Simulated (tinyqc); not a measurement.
Worked calculation (part 3 of 3): UHF in the sto-6g basis, for H2O, spin multiplicity 1. Computed by tinyqc, a small Python program that keeps every step (integrals from PySCF). Command: `OMP_NUM_THREADS=1 python tinyqc.py 31644 31645 out.jsonl` (the two numbers bound the seeds that draw the settings). One thread of a shared host (Intel(R) Xeon(R) Processor @ 2.60GHz), about 0.2 s of CPU time with the checks.

Geometry (angstrom):
```
atom         x          y         z
O     0.000000   0.000000  0.000000
H     0.000000   0.832000  0.645000
H     0.000000  -0.786000  0.610000
```

## Convergence

Stop when the energy changes by less than 1e-10 hartree and every element of the error matrix X^T (F D S - S D F) X (for each spin) is below 3e-06.

Course of the cycle:
```
iteration   E (hartree)     change  largest element of the error matrix
1          -75.29961445          -                             2.11e-01
2          -75.52489710  -2.25e-01                             7.74e-02
3          -75.62047714  -9.56e-02                             3.32e-02
4          -75.65631054  -3.58e-02                             1.46e-02
5          -75.66898173  -1.27e-02                             5.46e-03
6          -75.67343886  -4.46e-03                             2.08e-03
7          -75.67487599  -1.44e-03                             8.01e-04
8          -75.67532055  -4.45e-04                             2.65e-04
9          -75.67545624  -1.36e-04                             9.07e-05
10         -75.67549721  -4.10e-05                             3.09e-05
11         -75.67550955  -1.23e-05                             1.12e-05
12         -75.67551326  -3.71e-06                             3.78e-06
13         -75.67551437  -1.11e-06                             1.28e-06
14         -75.67551470  -3.34e-07                             4.63e-07
15         -75.67551481  -1.00e-07                             1.58e-07
16         -75.67551484  -3.01e-08                             5.15e-08
17         -75.67551484  -9.02e-09                             1.64e-08
18         -75.67551485  -2.71e-09                             4.96e-09
19         -75.67551485  -8.12e-10                             1.50e-09
20         -75.67551485  -2.44e-10                             4.47e-10
21         -75.67551485  -7.30e-11                             1.35e-10
```

PySCF UHF in the same basis, after a stability check = -75.67551485 hartree

Converged in 21 iterations.

## Populations, bond orders and dipole

D(alpha) after iteration 21, order 1O 1s, 1O 2s, 1O 2px, 1O 2py, 1O 2pz, 2H 1s, 3H 1s:
```
[[1.052251, -0.225006, 0.000000, -0.000568, 0.048662, -0.008305, -0.009278],
 [-0.225006, 1.002288, 0.000000, 0.007969, -0.295775, -0.023209, -0.029549],
 [0.000000, 0.000000, 1.000000, 0.000000, 0.000000, 0.000000, 0.000000],
 [-0.000568, 0.007969, 0.000000, 0.370924, -0.003423, 0.274113, -0.269635],
 [0.048662, -0.295775, 0.000000, -0.003423, 0.595163, 0.249219, 0.246579],
 [-0.008305, -0.023209, 0.000000, 0.274113, 0.249219, 0.319872, -0.085020],
 [-0.009278, -0.029549, 0.000000, -0.269635, 0.246579, -0.085020, 0.307285]]
```

D(beta) after iteration 21, order 1O 1s, 1O 2s, 1O 2px, 1O 2py, 1O 2pz, 2H 1s, 3H 1s:
```
[[1.052251, -0.225006, 0.000000, -0.000568, 0.048662, -0.008305, -0.009278],
 [-0.225006, 1.002288, 0.000000, 0.007969, -0.295775, -0.023209, -0.029549],
 [0.000000, 0.000000, 1.000000, 0.000000, 0.000000, 0.000000, 0.000000],
 [-0.000568, 0.007969, 0.000000, 0.370924, -0.003423, 0.274113, -0.269635],
 [0.048662, -0.295775, 0.000000, -0.003423, 0.595163, 0.249219, 0.246579],
 [-0.008305, -0.023209, 0.000000, 0.274113, 0.249219, 0.319872, -0.085020],
 [-0.009278, -0.029549, 0.000000, -0.269635, 0.246579, -0.085020, 0.307285]]
```

overlap S, order 1O 1s, 1O 2s, 1O 2px, 1O 2py, 1O 2pz, 2H 1s, 3H 1s:
```
[[1.000000, 0.231145, 0.000000, 0.000000, 0.000000, 0.044504, 0.050833],
 [0.231145, 1.000000, 0.000000, 0.000000, 0.000000, 0.416460, 0.452421],
 [0.000000, 0.000000, 1.000000, 0.000000, 0.000000, 0.000000, 0.000000],
 [0.000000, 0.000000, 0.000000, 1.000000, 0.000000, 0.282929, -0.299671],
 [0.000000, 0.000000, 0.000000, 0.000000, 1.000000, 0.219338, 0.232569],
 [0.044504, 0.416460, 0.000000, 0.282929, 0.219338, 1.000000, 0.216115],
 [0.050833, 0.452421, 0.000000, -0.299671, 0.232569, 0.216115, 1.000000]]
```

Mulliken: Z minus the diagonal of D S on the atom; Loewdin: the same with S^(1/2) D S^(1/2); Mayer order: 2 sum_s sum (D(s) S)_ij (D(s) S)_ji over the two atoms.

Charges (e):
```
atom   Mulliken    Loewdin  Mulliken spin
1O    -0.326201  -0.233162              0
2H     0.152639   0.111101              0
3H     0.173561   0.122061              0
```

Mayer bond orders:
```
pair     order
2-1   0.965781
3-1   0.958956
3-2   0.010920
```

dipole moment about the origin, x y z (debye): [0.000000, -0.032751, 1.677452]

<S^2> of the determinant (pure state: 0) = 0.000000
